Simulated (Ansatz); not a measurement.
A made-up structure of AlH₂O₂, doublet:

```xyz
5
angstrom
O 1.4612 1.7923 -0.8956
Al -0.3668 -0.2597 -0.1880
O 0.9405 0.8034 -0.1932
H -1.1487 -0.6260 -1.4952
H 1.4523 1.0653 0.5695
```

It is relaxed with PBE-D4/def2-SVP and then PBE0-D4/def2-TZVP (Ansatz 0.2.0). Atoms count as bonded within 1.22 times the sum of their covalent radii (H–H: 0.88 Å). The end point is not checked to be a true minimum.

(1) Does its bonding change? (Judge from chemistry; the calculation decides.)

## Answers

(1) Computed: Yes. Formed: O1–Al2; broken: none.

Where it ends: The first stage lowers the energy by 3.00 eV in 13 steps. It ends as AlH₂O₂ ([O]1[OH][AlH]1):
O1  (0.672, 1.633, -0.815)
Al2  (-0.560, 0.391, -0.446)
O3  (1.380, 0.538, -0.112)
H4  (-0.793, -0.746, -1.549)
H5  (1.640, 0.959, 0.719)
(Å)

Labels in which every atom is bracketed show which atoms are joined, not bond orders.

For scale, one of the runs: PBE0-D4/def2-TZVP relaxation, 111 basis functions, launched by `ansatz run in.yaml --threads 2 --pin off --events-out ev --progress --plain --max-ram 4352MiB`. Hardware: 2 CPU threads of an Arm Neoverse V1, shared host. Wall time about 19 s.
